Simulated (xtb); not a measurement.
xtb input (GFN2-xTB):

```bash
xtb mol.xyz --gfn 2 --sp --chrg -1 --uhf 0
```
mol.xyz:
```
1

F      0.00000000     0.00000000     0.00000000
```

End of the output:

```
         :::::::::::::::::::::::::::::::::::::::::::::::::::::
         ::                     SUMMARY                     ::
         :::::::::::::::::::::::::::::::::::::::::::::::::::::
         :: total energy              -4.909635517990 Eh    ::
         :: gradient norm              0.000000000000 Eh/a0 ::
         :: HOMO-LUMO gap              0.000000000000 eV    ::
         ::.................................................::
         :: SCC energy                -4.909635517990 Eh    ::
         :: -> isotropic ES            0.286566576838 Eh    ::
         :: -> anisotropic ES          0.000000000000 Eh    ::
         :: -> anisotropic XC          0.000000000000 Eh    ::
         :: -> dispersion              0.000000000000 Eh    ::
         :: repulsion energy           0.000000000000 Eh    ::
         :: add. restraining           0.000000000000 Eh    ::
         :: total charge              -1.000000000000 e     ::
         :::::::::::::::::::::::::::::::::::::::::::::::::::::

           -------------------------------------------------
          |                Property Printout                |
           -------------------------------------------------

    * Orbital Energies and Occupations
Note: The following floating-point exceptions are signalling: IEEE_DENORMAL
normal termination of xtb

         #    Occupation            Energy/Eh            Energy/eV
      -------------------------------------------------------------
         1        2.0000           -0.2859785              -7.7819
         2        2.0000           -0.0293088              -0.7975
         3        2.0000           -0.0293088              -0.7975
         4        2.0000           -0.0293088              -0.7975 (HOMO)
      -------------------------------------------------------------
                  HL-Gap            0.0293088 Eh            0.7975 eV
             Fermi-level            0.0000000 Eh            0.0000 eV

     #   Z          covCN         q      C6AA      α(0)
     1   9 F        0.000    -1.000    24.536     5.769

 Mol. C6AA /au·bohr⁶  :         24.536106
 Mol. C8AA /au·bohr⁸  :        419.843445
 Mol. α(0) /au        :          5.769328

Wiberg/Mayer (AO) data.
largest (>0.10) Wiberg bond orders for each atom

 ---------------------------------------------------------------------------
     #   Z sym  total        # sym  WBO       # sym  WBO       # sym  WBO
 ---------------------------------------------------------------------------
     1   9 F    0.000
 ---------------------------------------------------------------------------

molecular dipole:
                 x           y           z       tot (Debye)
 q only:        0.000       0.000       0.000
   full:        0.000       0.000       0.000       0.000
molecular quadrupole (traceless):
                xx          xy          yy          xz          yz          zz
 q only:        0.000       0.000       0.000       0.000       0.000       0.000
  q+dip:        0.000       0.000       0.000       0.000       0.000       0.000
   full:        0.000       0.000       0.000       0.000       0.000       0.000

           -------------------------------------------------
          | TOTAL ENERGY               -4.909635517990 Eh   |
          | GRADIENT NORM               0.000000000000 Eh/α |
          | HOMO-LUMO GAP               0.797534237215 eV   |
           -------------------------------------------------

------------------------------------------------------------------------
------------------------------------------------------------------------
 total:
 SCF:
```
